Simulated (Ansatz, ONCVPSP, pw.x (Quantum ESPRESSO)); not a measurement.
## pw.x on diamond Zr: one setting changed

Potential: optimised norm-conserving Vanderbilt (ONCV), ONCVPSP 4.0.1.1 (patched build), PBEsol; core [Ar] 3d10, reference 4s2 4p6 4d2 5s1.5 5p0.5; waves: 4s+5s: rc 2.25 bohr, ncon 4, nbas 7, qcut 6.4 1/bohr, 2 projectors; 4p+5p: rc 2.60 bohr, ncon 4, nbas 8, qcut 6 1/bohr, 2 projectors; 4d: rc 2.25 bohr, ncon 5, nbas 9, qcut 6.5 1/bohr, local; local part: the d channel; core correction: Teter function, fcfact 1.5, rcfact 1.04.

The reference run (k-mesh 8³, cutoffs 50/200 Ry, Fermi–Dirac 0.01 Ry, mixing_beta 0.4, conv_thr 1e-9, no spin) gives 0.31 GPa at 29.112 Å³/atom, where all-electron LAPW gives 0.02 GPa. This run, with its own iteration cap, changes smearing to mp.

```
&control
  calculation='scf', prefix='x', pseudo_dir='./', outdir='./tmp', tstress=.true., disk_io='none'
/
&system
  ibrav=0, nat=2, ntyp=1, ecutwfc=50, ecutrho=200, nbnd=21,
  occupations='smearing', smearing='mp', degauss=0.01
/
&electrons
  conv_thr=1e-09, mixing_beta=0.4, electron_maxstep=50
/
ATOMIC_SPECIES
Zr 1.0 Zr.UPF
CELL_PARAMETERS angstrom
  0.00000000 3.07626691 3.07626691
  3.07626691 0.00000000 3.07626691
  3.07626691 3.07626691 0.00000000
ATOMIC_POSITIONS crystal
Zr 0.0000 0.0000 0.0000
Zr 0.2500 0.2500 0.2500
K_POINTS automatic
8 8 8 0 0 0
```

```bash
pw.x < Zr.scf.in > Zr.scf.out
```

Question: How does the run end?

Answer: It converges in 8 iterations; the free energy moves by +68.5 meV/atom and the pressure by -0.07 GPa. This scheme is built to cancel the term in the square of the width that Fermi–Dirac smearing leaves in the F of a metal.

```
Message from routine setup:
     using ibrav=0 with symmetry is DISCOURAGED, use correct ibrav instead
     lattice parameter (alat)  =       8.2213  a.u.
     unit-cell volume          =     392.9150 (a.u.)^3
     number of electrons       =        24.00
     number of Kohn-Sham states=           21
     kinetic-energy cutoff     =      50.0000  Ry
     charge density cutoff     =     200.0000  Ry
     scf convergence threshold =      1.0E-09
     Exchange-correlation= PBESOL
     number of k points=    29  Methfessel-Paxton smearing, width (Ry)=  0.0100
     iteration #  1     ecut=    50.00 Ry     beta= 0.40
     total energy              =    -191.50032458 Ry
     estimated scf accuracy    <       0.03115353 Ry
     iteration #  2     ecut=    50.00 Ry     beta= 0.40
     total energy              =    -191.49940388 Ry
     estimated scf accuracy    <       0.00568294 Ry
     iteration #  3     ecut=    50.00 Ry     beta= 0.40
     total energy              =    -191.49978695 Ry
     estimated scf accuracy    <       0.00023087 Ry
     [... 2 iterations left out ...]
     iteration #  6     ecut=    50.00 Ry     beta= 0.40
     total energy              =    -191.49981900 Ry
     estimated scf accuracy    <       0.00000001 Ry
     iteration #  7     ecut=    50.00 Ry     beta= 0.40
     total energy              =    -191.49981900 Ry
     estimated scf accuracy    <          1.5E-09 Ry
     iteration #  8     ecut=    50.00 Ry     beta= 0.40
     the Fermi energy is     9.9662 ev
!    total energy              =    -191.49981900 Ry
     estimated scf accuracy    <          3.5E-11 Ry
     smearing contrib. (-TS)   =      -0.00026298 Ry
     The total energy is F=E-TS. E is the sum of the following terms:
     one-electron contribution =     -75.34181148 Ry
     hartree contribution      =      42.82403558 Ry
     xc contribution           =     -25.54661270 Ry
     ewald contribution        =    -133.43516742 Ry
     convergence has been achieved in   8 iterations
          total   stress  (Ry/bohr**3)                   (kbar)     P=        2.34
     Message from routine punch:
     Nothing written, as per user request (disk_io='none')
```

The run took about 20 s on one core of a shared host (Neoverse-V1, 32 threads, 247 GiB, load 16).
